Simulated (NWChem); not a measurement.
System: difluoromethane (CH$_{2}$F$_{2}$); SMILES FCF

Computed with NWChem. Pople sets run with spherical d functions. STO-3G and 3-21G are far too small for this property and stand as cheap habits. Structure relaxed at the PBE-D3(BJ)/def2-SVP level. B3LYP is NWChem's, with the RPA form of VWN correlation. Vertical excitations in the gas phase; the lowest state need not have the same character in each row.

```csv
level,basis functions,"lowest excitation, singlet (eV)",orbital gap (eV),relative time
"B3LYP/3-21G, TDA",31,10.98,12.03,1
"B3LYP/6-31G*, TDA",46,10.81,11.94,2
"B3LYP/6-31+G*, TDA",58,8.85,9.96,3
"B3LYP/def2-SVP, TDA",52,9.98,11.13,3
"B3LYP/def2-SVPD, TDA",82,9.06,10.22,5
"B3LYP/def2-TZVP, TDA",105,9.71,10.91,10
"B3LYP/aug-cc-pVDZ, TDA",87,8.44,9.42,8
"B3LYP/def2-TZVPD, TDA",135,8.73,9.83,20
```

Relative times are rough (shared machine, one core).
